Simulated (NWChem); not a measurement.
System: C₃H₈O; SMILES CCOC

The following NWChem deck was run.

```
start job
memory heap 200 mb stack 900 mb global 1100 mb
geometry units angstroms noautosym nocenter noautoz
  C      0.481108     1.561923     0.155184
  C     -0.619926     0.586897    -0.263794
  O     -0.536650    -0.679398     0.371484
  C      0.486504    -1.512113    -0.129149
  H      0.309285     2.544207    -0.300748
  H      0.487823     1.682733     1.243743
  H      1.473843     1.220330    -0.157625
  H     -1.598669     0.987958     0.021588
  H     -0.621137     0.460409    -1.360249
  H      1.494694    -1.120708     0.075494
  H      0.389696    -1.664111    -1.217232
  H      0.383276    -2.478877     0.371541
end
basis spherical
  * library 6-31g*
end
dft
  xc b3lyp
  iterations 150
end
cosmo
  do_cosmo_smd true
  solvent hexane
end
task dft energy
```

Excerpt of the output:

```
             Northwest Computational Chemistry Package (NWChem) 7.3.0
             --------------------------------------------------------

                             Geometry "geometry" -> ""
                             -------------------------

 Output coordinates in angstroms (scale by  1.889725989 to convert to a.u.)

  No.       Tag          Charge          X              Y              Z
 ---- ---------------- ---------- -------------- -------------- --------------
    1 C                    6.0000     0.48110800     1.56192300     0.15518400
    2 C                    6.0000    -0.61992600     0.58689700    -0.26379400
    3 O                    8.0000    -0.53665000    -0.67939800     0.37148400
    4 C                    6.0000     0.48650400    -1.51211300    -0.12914900
    5 H                    1.0000     0.30928500     2.54420700    -0.30074800
    6 H                    1.0000     0.48782300     1.68273300     1.24374300
    7 H                    1.0000     1.47384300     1.22033000    -0.15762500
    8 H                    1.0000    -1.59866900     0.98795800     0.02158800
    9 H                    1.0000    -0.62113700     0.46040900    -1.36024900
   10 H                    1.0000     1.49469400    -1.12070800     0.07549400
   11 H                    1.0000     0.38969600    -1.66411100    -1.21723200
   12 H                    1.0000     0.38327600    -2.47887700     0.37154100

 Effective nuclear repulsion energy (a.u.)     134.5241113032

                                 NWChem DFT Module
                                 -----------------

 Summary of "ao basis" -> "ao basis" (spherical)
 ------------------------------------------------------------------------------
       Tag                 Description            Shells   Functions and Types
 ---------------- ------------------------------  ------  ---------------------
 C                           6-31g*                  6       14   3s2p1d
 O                           6-31g*                  6       14   3s2p1d
 H                           6-31g*                  2        2   2s

 in cosmo_initialize ...
 calling solv_data for solv:hexane

 solvent parameters
 solvname_short: hexane
 solvname_long:  n-hexane
 dielec:        1.8819
 dielecinf:     1.8903
 nonaqueous SMD model solvent descriptors
 dielec:        1.8819
 sola:          0.0000
 solb:          0.0000
 solc:          0.0000
 solg:         25.7500
 solh:          0.0000
 soln:          1.3749

          ---------------
          -cosmo- solvent
          ---------------
 Cosmo: York-Karplus, doi: 10.1021/jp992097l
 dielectric constant -eps-     =   1.88
 screen = (eps-1)/(eps    )    =   0.46862
 surface charge correction     = lagrangian

   van der Waals surface
 --------------------------

[...]

                                COSMO-SMD solvation results
                                ---------------------------

             internal energy in gas <Psi(g)|H|Psi(g)> =      -194.338842940825
         internal energy in solvent <Psi(s)|H|Psi(s)> =      -194.338779640662
                               delta internal energy  =         0.000063300163 (    0.04 kcal/mol)
   total free energy in solvent <Psi(s)|H+V/2|Psi(s)> =      -194.340400856649
 polarization energy contribution <Psi(s)|V/2|Psi(s)> =        -0.001621215987 (   -1.02 kcal/mol)
    total free energy in solvent including G(SMD-CDS) =      -194.342209853789
                       G(SMD-CDS) energy contribution =        -0.001808997141 (   -1.14 kcal/mol)
     1 M fixed-concentration free energy of solvation =        -0.003366912965 (   -2.11 kcal/mol)

                       DFT Final Molecular Orbital Analysis
                       ------------------------------------

 Vector   15  Occ=2.000000D+00  E=-3.486577D-01
              MO Center=  3.1D-02,  3.2D-01, -3.4D-02, r^2= 3.7D+00
   Bfn.  Coefficient  Atom+Function         Bfn.  Coefficient  Atom+Function
  ----- ------------  ---------------      ----- ------------  ---------------
    18      0.210486   2 C  py                4     -0.175651   1 C  py
    47     -0.169067   4 C  pz               61      0.168302   7 H  s
    62      0.168945   7 H  s                63      0.166701   8 H  s
    64      0.161958   8 H  s                32     -0.158341   3 O  py
     5     -0.152205   1 C  pz               19      0.143526   2 C  pz

 Vector   16  Occ=2.000000D+00  E=-3.031577D-01
              MO Center= -3.9D-01, -3.7D-01,  1.0D-01, r^2= 2.4D+00
   Bfn.  Coefficient  Atom+Function         Bfn.  Coefficient  Atom+Function
  ----- ------------  ---------------      ----- ------------  ---------------
    33      0.357740   3 O  pz               31     -0.261142   3 O  px
    37      0.258113   3 O  pz               34      0.222521   3 O  s
    19     -0.197679   2 C  pz               35     -0.185498   3 O  px
    66      0.186089   9 H  s                45      0.156826   4 C  px
    47     -0.141440   4 C  pz               65      0.139712   9 H  s

 Vector   17  Occ=2.000000D+00  E=-2.478346D-01
              MO Center= -2.4D-01, -4.9D-01,  1.2D-01, r^2= 2.0D+00
   Bfn.  Coefficient  Atom+Function         Bfn.  Coefficient  Atom+Function
  ----- ------------  ---------------      ----- ------------  ---------------
    33      0.372700   3 O  pz               31      0.370670   3 O  px
    35      0.279172   3 O  px               37      0.278284   3 O  pz
    32      0.220720   3 O  py               68     -0.197909  10 H  s
    36      0.174820   3 O  py               70      0.174623  11 H  s
     6     -0.168509   1 C  s                66      0.147286   9 H  s

 Vector   18  Occ=0.000000D+00  E= 9.383417D-02
              MO Center=  4.4D-01,  9.6D-02, -3.3D-01, r^2= 5.7D+00
   Bfn.  Coefficient  Atom+Function         Bfn.  Coefficient  Atom+Function
  ----- ------------  ---------------      ----- ------------  ---------------
    48      1.126135   4 C  s                 6      1.086656   1 C  s
    20      0.865050   2 C  s                68     -0.728007  10 H  s
    62     -0.718719   7 H  s                66     -0.711451   9 H  s
    58     -0.649803   5 H  s                70     -0.580974  11 H  s
    72     -0.573295  12 H  s                64     -0.494855   8 H  s

 Vector   19  Occ=0.000000D+00  E= 1.307007D-01
              MO Center=  4.2D-01,  1.8D-01, -6.8D-02, r^2= 4.7D+00
   Bfn.  Coefficient  Atom+Function         Bfn.  Coefficient  Atom+Function
  ----- ------------  ---------------      ----- ------------  ---------------
     6      1.548344   1 C  s                62     -0.876044   7 H  s
    34     -0.850003   3 O  s                60     -0.706948   6 H  s
    22     -0.611986   2 C  py               70      0.549923  11 H  s
    51      0.536114   4 C  pz               66      0.518072   9 H  s
    20     -0.512075   2 C  s                68     -0.508704  10 H  s

 Vector   20  Occ=0.000000D+00  E= 1.370910D-01
              MO Center= -2.2D-02,  5.1D-01, -1.0D-02, r^2= 6.3D+00
   Bfn.  Coefficient  Atom+Function         Bfn.  Coefficient  Atom+Function
  ----- ------------  ---------------      ----- ------------  ---------------
    48      1.314181   4 C  s                64      1.104454   8 H  s
    60      0.900410   6 H  s                70     -0.840493  11 H  s
     6     -0.813088   1 C  s                68     -0.737929  10 H  s
    20     -0.723540   2 C  s                58      0.678430   5 H  s
    21      0.497110   2 C  px                8     -0.391084   1 C  py

     Multipole analysis of the density
     ---------------------------------

     L   x y z        total         alpha         beta         nuclear
     -   - - -        -----         -----         ----         -------
     0   0 0 0     -0.000000    -17.000000    -17.000000     34.000000

     1   1 0 0      0.351764      0.070315      0.070315      0.211133
     1   0 1 0      0.176701      0.072289      0.072289      0.032123
     1   0 0 1     -0.380918     -0.400058     -0.400058      0.419198

     2   2 0 0    -19.733336    -37.362025    -37.362025     54.990714
     2   1 1 0     -1.463147      0.882803      0.882803     -3.228753
     2   1 0 1      0.367639     -0.405389     -0.405389      1.178418
     2   0 2 0    -18.295420   -109.615644   -109.615644    200.935869
     2   0 1 1      0.355067     -2.015920     -2.015920      4.386908
     2   0 0 2    -19.915161    -22.285656    -22.285656     24.656151
```

Level: B3LYP/6-31G* (spherical d), SMD on the gas-phase geometry. Geometry: optimised at B3LYP/6-31G* (spherical d). B3LYP is NWChem's, with the RPA form of VWN correlation. Solvent: n-hexane.
